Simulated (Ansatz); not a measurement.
# CH5OSi: the cost of one run

Method: PBE0-D4, def2-SVP first, then def2-TZVP; program: Ansatz 0.2.0, Gaussian basis.

115 further runs of the same task are left out: 1 that didn't finish, 114 set aside as unsound or not needed.

### Step 1. Where the work starts

The guess: 8 atoms, charge 0, spin multiplicity 2.

Atoms are counted from 1 here; the program's logs count them from 0.

Bond lengths: O1–C2 1.255 Å, C2–H4 1.088 Å, C2–H5 1.089 Å, Si3–H6 1.450 Å, Si3–H7 1.451 Å, Si3–H8 1.443 Å. Angles: O1–C2–H4 121.1°, O1–C2–H5 121.4°, H4–C2–H5 117.4°, H6–Si3–H7 115.9°, H6–Si3–H8 118.2°, H7–Si3–H8 117.8°.

Coordinates:

```
O     0.5702   -0.7586    0.3547
C     0.3981   -0.5180    1.5746
Si   -0.3210    0.4207   -1.3985
H     1.1402    0.0320    2.1499
H    -0.5294   -0.7853    2.0797
H     0.2179    1.7533   -1.2076
H    -1.7385    0.2651   -1.1282
H     0.2625   -0.4091   -2.4246
```

Distances that are to change: O1–Si3 2.29 Å.

### Step 2. Relaxing the guess with the reacting distances held

hold/in.yaml

```yaml
crystal:
  periodic: [false, false, false]
  atoms:
    - {symbol: O, position_ang: [0.570200, -0.758600, 0.354700]}
    - {symbol: C, position_ang: [0.398100, -0.518000, 1.574600]}
    - {symbol: Si, position_ang: [-0.321000, 0.420700, -1.398500]}
    - {symbol: H, position_ang: [1.140200, 0.032000, 2.149900]}
    - {symbol: H, position_ang: [-0.529400, -0.785300, 2.079700]}
    - {symbol: H, position_ang: [0.217900, 1.753300, -1.207600]}
    - {symbol: H, position_ang: [-1.738500, 0.265100, -1.128200]}
    - {symbol: H, position_ang: [0.262500, -0.409100, -2.424600]}
basis:
  gaussian: {orbitals: def2-SVP}
magnetization: {spin_polarized: true, initial_magnetization: 1}
hamiltonian: {xc: pbe0, dispersion: d4}
relax: {f_tol: 0.04, max_steps: 150, escape_saddle: false, constraints: [{distance: [0, 2]}]}
```

Command:

```sh
$ ansatz run in.yaml --threads 4 --pin off --events-out ev --progress --plain --max-ram 9574MiB
```

**Question.** How long does this run take on 4 threads of Arm Neoverse V1, shared host?

About 8 s.
